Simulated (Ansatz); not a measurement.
## Ansatz (development build ahead of 0.2.0) run

```yaml
crystal:
  periodic: [false, false, false]
  atoms:
    - { symbol: Si, position_ang: [0.0, 0.0, 0.0] }
    - { symbol: O, position_ang: [0.0, 0.0, 8.0] }
basis:
  gaussian: { orbitals: def2-SVP }
magnetization:
  spin_polarized: true
hamiltonian:
  xc: hf
scf:
  omitted_lower_state_checks: [stability, starts, atomic_configurations, cluster_reference, orbital_swaps, given_window_search, neighbouring_geometries, increment]
output:
  forces: true
```

The input is written out in the form of the current development build from the run's settings.

Output:

```
Converged                       : yes
Total energy                    : -363.42168 hartree
Spin squared of the determinant : 2.031
```

Forces (eV/Å):
```json
{"atom": "Si1", "Fx": "0.000", "Fy": "0.000", "Fz": "0.000"}
{"atom": "O2", "Fx": "0.000", "Fy": "0.000", "Fz": "0.000"}
```

This is not the lowest solution: another run reaches a determinant 1.40 eV lower. Caution: the unrestricted determinant is a mixture of spin states.
